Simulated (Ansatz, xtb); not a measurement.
**C2H2O+: where a starting geometry ends**

The starting geometry of this gas-phase doublet has its atoms placed at random.

```yaml
atoms:
  - { symbol: C, position_ang: [1.8737, -0.5760, -0.6754] }
  - { symbol: C, position_ang: [-0.1950, -0.1056, -0.1319] }
  - { symbol: O, position_ang: [1.3778, -1.2530, 0.8289] }
  - { symbol: H, position_ang: [0.7333, 0.5423, 0.4850] }
  - { symbol: H, position_ang: [-0.8441, 0.1755, -1.3090] }
```

Question: One run relaxed it with r2SCAN-D4/def2-SVP. What is a likely outcome?

Answer: It ends as a structure given below by its coordinates. Distances that change by over a tenth: C2–H4 (1.29 → 1.10 Å). Contacts that close: C1–C2 (2.19 → 1.38 Å), C1–O3 (1.72 → 1.13 Å), C2–H5 (1.37 → 1.10 Å).

The energy falls by 11.93 eV over 13 steps:

| step | E − E(last) (eV) |
| --- | --- |
| 1 | 11.928 |
| 2 | 7.314 |
| 4 | 4.207 |
| 5 | 3.785 |
| 6 | 2.563 |
| 8 | 0.691 |
| 9 | 0.115 |
| 10 | 0.002 |
| 12 | 0.000 |
| 13 | 0.000 |

Final geometry (Å):

```yaml
atoms:
  - { symbol: C, position_ang: [1.1450, -0.8232, -0.0166] }
  - { symbol: C, position_ang: [0.2033, 0.1591, -0.2604] }
  - { symbol: O, position_ang: [1.9148, -1.6262, 0.1828] }
  - { symbol: H, position_ang: [0.1790, 1.0458, 0.3923] }
  - { symbol: H, position_ang: [-0.4964, 0.0278, -1.1006] }
```

From the same start GFN2-xTB ends elsewhere, differing in C2–O3 (1.62 against 2.51 Å here).

From so rough a start the end depends on the optimiser's path, so another program may land elsewhere. No frequencies were run, so the end isn't proven a minimum. Open shells are spin-unrestricted. Run with Ansatz 0.2.0, 29 s on 2 threads of Intel(R) Xeon(R) Platinum 8259CL CPU @ 2.50GHz (Skylake/Cascade Lake) (shared host).
